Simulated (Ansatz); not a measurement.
# C2H5ClO: basis-set convergence

Aim: see how fast density functionals converge with the basis set for C2H5ClO.

Computed with Ansatz 0.2.0, Gaussian basis. Level: one geometry, several basis sets.

Levels to be run: PBE0-D4/def2-SVP; ωB97M-V/def2-SVP; PBE0-D4/def2-QZVPP; ωB97M-V/def2-QZVPP; the functionals' def2-TZVPP values are taken from earlier runs.

**1. Structure used throughout**

An earlier PBE0-D4 in a triple-zeta def2 set relaxation fixed the geometry.

9 atoms, charge 0, spin multiplicity 1.

Atoms are counted from 1 here; the program's logs count them from 0.

Bond lengths: C1–C2 1.507 Å, C1–H5 1.090 Å, C1–H6 1.093 Å, C1–H7 1.093 Å, C2–O3 1.375 Å, C2–Cl4 1.825 Å, C2–H8 1.089 Å, O3–H9 0.963 Å. Angles: C2–C1–H5 111.0°, C2–C1–H6 110.4°, C2–C1–H7 109.0°, H5–C1–H6 108.2°, H5–C1–H7 109.2°, H6–C1–H7 109.0°, C1–C2–O3 114.0°, C1–C2–Cl4 108.5°, C1–C2–H8 112.3°, O3–C2–Cl4 110.9°, O3–C2–H8 106.6°, Cl4–C2–H8 104.2°, C2–O3–H9 108.9°.

**2. PBE0-D4 in def2-SVP**

in.yaml

```yaml
crystal:
  periodic: [false, false, false]
  atoms:
    - {symbol: C, position_ang: [0.275580, 0.738679, -0.493368]}
    - {symbol: C, position_ang: [-0.105643, -0.638266, -0.015383]}
    - {symbol: O, position_ang: [0.358507, -0.941336, 1.242443]}
    - {symbol: Cl, position_ang: [-1.922489, -0.794735, -0.093203]}
    - {symbol: H, position_ang: [-0.085220, 0.913158, -1.506671]}
    - {symbol: H, position_ang: [-0.156509, 1.501772, 0.158956]}
    - {symbol: H, position_ang: [1.364130, 0.832513, -0.478517]}
    - {symbol: H, position_ang: [0.258386, -1.420820, -0.679023]}
    - {symbol: H, position_ang: [0.101857, -0.237163, 1.847665]}
basis:
  gaussian: {orbitals: def2-SVP}
hamiltonian: {xc: pbe0, dispersion: d4}
output: {orbitals: {seedname: orbitals}}
```

Launch:

```
$ ansatz run in.yaml --threads 2 --pin off --events-out ev --progress --plain --max-ram 4352MiB
```

The runs that follow: ωB97M-V in def2-SVP; PBE0-D4 in def2-QZVPP; ωB97M-V in def2-QZVPP.

Before running them: what should the planned runs give, taken together? Wanted: PBE0-D4: double and triple zeta above quadruple; ωB97M-V: double and triple zeta above quadruple.

**Answer**, as computed:

```
                                       quantity           value
PBE0-D4: double and triple zeta above quadruple   9.86, 0.61 eV
ωB97M-V: double and triple zeta above quadruple  10.01, 0.59 eV
```

**Reading.** PBE0-D4 gains 9.25 eV from double to triple zeta, then 0.61 eV more. These are total energies; as a rule much of such shifts cancels in differences, which this series doesn't test. The LUMO of ωB97M-V is positive and keeps falling with the basis (3.12 to 1.66 eV): an unbound level that the basis holds in place.
